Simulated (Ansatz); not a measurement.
Ideal-gas functions of `N=C(S)S` at 298.15 K and 1 bar, from an Ansatz frequency run at PBE0-D4/def2-TZVP.

Molar mass 93.18 g/mol, point group C1 (symmetry number 1), electronic degeneracy 1, moments of inertia 66.564, 152.76, 218.168 u Å². Harmonic wavenumbers (cm⁻¹, unscaled): 219, 236, 314, 386, 532, 544, 796, 832, 949, 985, 1231, 1678, 2715, 2728, 3515.

Use S(trans) = R[1.5 ln M + 2.5 ln T − 1.1517]; rotational temperatures θ = 24.2544 K / I; S(rot) = R[ln(√π/σ · √(T³/θAθBθC)) + 1.5]; for each mode x = 1.438777 ν̃/T, S = R[x/(eˣ − 1) − ln(1 − e⁻ˣ)] and H = RT x/(eˣ − 1); 1 cm⁻¹ = 0.0119627 kJ/mol; R = 8.31446 J/(mol·K).

Q: By hand: the entropy, in J/(mol·K).

A: Translation 165.4. Rotation: θ = 0.3644, 0.1588, 0.1112 K, giving 109.3. Vibration, mode by mode: 8.23, 7.67, 5.61, 4.25, 2.44, 2.33, 0.88, 0.76, 0.48, 0.42, 0.15, 0.02, 0.00, 0.00, 0.00, in all 33.2. Electronic 0.0. Sum 307.9 J/(mol·K).

Q: By hand: H − E and G − E in kJ/mol, counted from the electronic energy.

A: Zero-point energy ½ × 17660 × 0.0119627 = 105.6; thermal vibration 6.3; translation, rotation and pV give 4 RT = 9.9. H − E = 121.8 kJ/mol, and G − E = 121.8 − 298.15 × 307.9/1000 = 30.0 kJ/mol.

Vibration gives 11 % of the entropy. The sum counts one conformer and one mirror image; others add a mixing term.
